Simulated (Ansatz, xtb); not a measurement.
Relaxing a trial structure of H3N2P

The starting geometry of this gas-phase singlet has its atoms placed at random.

```xyz
6

N     0.9052   -0.5041   -0.3408
N     1.4507   -0.0262    0.9477
P    -0.0594    0.4747    0.6563
H    -1.1280   -0.6012    0.9232
H     0.0704   -0.6801   -1.3381
H    -0.3790    0.6343    1.9568
```

Task: Guess where an optimisation with r2SCAN-D4/def2-SVP ends from this start.

Result: It ends as `[H]/N=N\P`. Distances that change by over a tenth: N1–N2 (1.48 → 1.23 Å), N2–P3 (1.62 → 1.80 Å). Contacts that open: N1–P3 (1.70 → 2.68 Å). Contacts that close: N1–H5 (1.31 → 1.06 Å).

The energy falls by 7.12 eV over 23 steps:

```tsv
step	E − E(last) (eV)
1	7.115
3	3.929
6	0.626
8	0.129
11	0.049
13	0.047
16	0.032
18	0.008
21	0.000
23	0.000
```

Final geometry (Å):

```xyz
6

N     1.2536   -0.6541   -0.5630
N     1.1441    0.1710    0.3470
P    -0.4385    0.7749    0.9490
H    -1.2510   -0.3814    0.6660
H     0.3260   -1.0331   -0.8962
H    -0.1745    0.4199    2.3022
```

From the same start GFN2-xTB reaches the same bonding as this run.

From so rough a start the end depends on the optimiser's path, so another program may land elsewhere. The end wasn't checked by frequencies. Run with Ansatz 0.2.0, 82 s on 1 thread of AMD EPYC (Zen 3) (shared host).
